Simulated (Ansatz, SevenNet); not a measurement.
For hcp Re, the machine-learned potential SevenNet-l3i5 (trained on PBE and PBE+U data) gives:

| Property | Result |
|---|---|
| lattice constant a | 2.784 Å |
| lattice parameter c | 4.496 Å |

**Question.** What does HSE06-D3(BJ) (Ansatz, a first-principles code, plane waves, PAW) give for the same quantities?

**Answer.** 
- lattice constant a: 2.721 Å (drops by 2.3 %)
- lattice parameter c: 4.417 Å (drops by 1.8 %)

For comparison: lattice constant a 2.761 Å (measured, 293 K, not corrected to a static lattice; as tabulated in Wikipedia's data pages); lattice parameter c 4.458 Å (measured, 293 K, no zero-point or thermal correction; as tabulated in Wikipedia's data pages).

Changes are worked out from the printed values.

Unless a cell is named, each level is at its own relaxed cell (SevenNet-l3i5 15.09, HSE06-D3(BJ) 14.16 Å³/atom).

Levels without +SOC leave out spin–orbit coupling, which shifts energies and cells of such heavy elements.

Ansatz's density-functional and Hartree–Fock values are scalar-relativistic unless marked +SOC, with PAW data made under PBE.
